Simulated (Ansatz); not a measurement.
**hcp Co**

The numbers are results of PBEsol (Ansatz, a quantum-chemistry and plane-wave program, PAW), not measurements.

Run with plane-wave cutoff 500 eV, 24×24×1 k mesh (along the axes of the cell as run), Fermi–Dirac smearing 0.1 eV, scalar-relativistic PAW data made under PBE.

Cell: relaxed at this level.

| Quantity | Value |
|---|---|
| surface energy of the (10-11) face | 3.43 J/m² |
| work function of the (10-11) face | 4.18 eV |

The slab of 16 atoms is relaxed and unreconstructed.

Static lattice: no zero-point or thermal effects.
